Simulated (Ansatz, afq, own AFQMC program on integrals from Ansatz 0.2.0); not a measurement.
# Where AFQMC and coupled cluster stand for HBrF, doublet

| atom | x (Å) | y (Å) | z (Å) |
| --- | --- | --- | --- |
| Br | 0.0000 | 0.0000 | -1.4147 |
| H | 0.0000 | 0.0000 | 0.2153 |
| F | 0.0000 | 0.0000 | 1.1993 |

Connectivity, by distances: Br ··· F, 1 bridging H.

Basis cc-pVTZ. Only valence electrons are correlated. Ansatz 0.2.0 and our own AFQMC program on the same integrals; the CISD trial comes from CCSD amplitudes, and released means the phaseless constraint is let go. ± is one standard error of the sampling. No spin–orbit coupling.

Determinant: UHF, the one that the program's search chose, which needn't be the lowest solution. The geometry is a point of a scan.

No full CI on the walks' own integrals is used here; CCSDT(Q) serves as the reference and is uncertain by about the last step of the cluster series.

Cautions: no relativity below Rb; no spin-orbit coupling; inner d shell frozen.

- T1 diagnostic: 0.0111
- weight of the determinant in the CISD state: 0.889
- ⟨S²⟩ of the determinant: 0.759
- size of the correlated space: 15 electrons in 72 orbitals

Reference: CCSDT(Q), correlation energy -12.287 eV. The released energy is read at 1.50 1/Eh (meV from the phaseless value at times in 1/Eh: -2 ± 7 at 0.24, 1 ± 6 at 0.51, -10 ± 7 at 0.99, 0 ± 9 at 1.50).

| level | E − E(reference) (mEh) | share of correlation (%) |
| --- | --- | --- |
| HF | 451.53 | 0.00 |
| MP2 | 32.64 | 92.77 |
| CCSD | 13.69 | 96.97 |
| CCSD(T) | 1.05 | 99.77 |
| CCSDT | 0.46 | 99.90 |
| ph-AFQMC/CISD | 0.16 ± 0.22 | 99.96 |
| released AFQMC | 0.15 ± 0.33 | 99.97 |

A walk keeps the symmetry of its determinant, which the program's search chose and which needn't be the lowest solution, so a lower state of the same spin and another symmetry isn't excluded. Released energies are given only where the last usable release times agree within the noise; a slower fall can still hide under it.
